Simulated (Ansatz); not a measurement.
Relaxation of C3H4F2O (10 atoms, charge 0, multiplicity 1), to a largest force component of 0.02 eV/Å in at most 50 steps.

Method: RKS r2SCAN-D4/def2-SVP in Ansatz.

```xyz
10
Properties=species:S:1:pos:R:3
C -0.370 -1.088 0.348
C 0.287 0.013 -0.480
F 1.566 -0.345 -0.631
F -0.149 0.018 -1.747
C 0.186 1.393 0.111
O -0.405 1.698 1.169
H -1.462 -0.825 0.424
H -0.274 -2.005 -0.149
H 0.009 -1.099 1.385
H -0.725 2.292 1.893
```

**Question.** Where does it end, and by what steps?

**Answer.** The forces met the threshold. The force dipped under the threshold on the way, but the program's further checks kept it going. After 24 steps the energy has fallen by 2.053 eV; H10 moved furthest, 0.47 Å.

```json
{"step": "0", "energy less start (eV)": "0.0000", "largest force component (eV/Å)": "4.472", "accepted": "yes"}
{"step": "1", "energy less start (eV)": "-1.0740", "largest force component (eV/Å)": "3.187", "accepted": "yes"}
{"step": "2", "energy less start (eV)": "-1.5178", "largest force component (eV/Å)": "2.129", "accepted": "yes"}
{"step": "3", "energy less start (eV)": "-1.7840", "largest force component (eV/Å)": "2.315", "accepted": "yes"}
{"step": "4", "energy less start (eV)": "-2.0075", "largest force component (eV/Å)": "1.199", "accepted": "yes"}
{"step": "5", "energy less start (eV)": "-2.0456", "largest force component (eV/Å)": "0.252", "accepted": "yes"}
{"step": "6", "energy less start (eV)": "-2.0469", "largest force component (eV/Å)": "0.086", "accepted": "yes"}
{"step": "7", "energy less start (eV)": "-2.0473", "largest force component (eV/Å)": "0.033", "accepted": "yes"}
{"step": "8", "energy less start (eV)": "-2.0473", "largest force component (eV/Å)": "0.003", "accepted": "yes"}
{"step": "9", "energy less start (eV)": "-2.0474", "largest force component (eV/Å)": "0.031", "accepted": "yes"}
{"step": "10", "energy less start (eV)": "-2.0476", "largest force component (eV/Å)": "0.006", "accepted": "yes"}
{"step": "11", "energy less start (eV)": "-2.0476", "largest force component (eV/Å)": "0.006", "accepted": "yes"}
{"step": "12", "energy less start (eV)": "-2.0477", "largest force component (eV/Å)": "0.012", "accepted": "yes"}
{"step": "13", "energy less start (eV)": "-2.0478", "largest force component (eV/Å)": "0.020", "accepted": "yes"}
{"step": "14", "energy less start (eV)": "-2.0479", "largest force component (eV/Å)": "0.059", "accepted": "yes"}
{"step": "15", "energy less start (eV)": "-2.0437", "largest force component (eV/Å)": "0.654", "accepted": "no"}
{"step": "16", "energy less start (eV)": "-2.0492", "largest force component (eV/Å)": "0.054", "accepted": "yes"}
{"step": "17", "energy less start (eV)": "-2.0443", "largest force component (eV/Å)": "0.703", "accepted": "no"}
{"step": "18", "energy less start (eV)": "-2.0507", "largest force component (eV/Å)": "0.067", "accepted": "yes"}
{"step": "19", "energy less start (eV)": "-2.0510", "largest force component (eV/Å)": "0.227", "accepted": "yes"}
{"step": "20", "energy less start (eV)": "-2.0498", "largest force component (eV/Å)": "0.253", "accepted": "no"}
{"step": "21", "energy less start (eV)": "-2.0522", "largest force component (eV/Å)": "0.038", "accepted": "yes"}
{"step": "22", "energy less start (eV)": "-2.0525", "largest force component (eV/Å)": "0.022", "accepted": "yes"}
{"step": "23", "energy less start (eV)": "-2.0526", "largest force component (eV/Å)": "0.022", "accepted": "yes"}
{"step": "24", "energy less start (eV)": "-2.0526", "largest force component (eV/Å)": "0.013", "accepted": "yes"}
```

```xyz
10
Properties=species:S:1:pos:R:3
C -0.451 -1.088 0.330
C 0.178 0.049 -0.429
F 1.551 -0.065 -0.387
F -0.196 -0.018 -1.736
C -0.035 1.496 0.034
O -0.242 1.440 1.323
H -1.547 -1.010 0.286
H -0.140 -2.035 -0.133
H -0.130 -1.066 1.379
H -0.327 2.350 1.658
```

Time of the run: 73 s on 2 threads of Arm Neoverse V2 (shared host), peak memory 0.16 GiB.
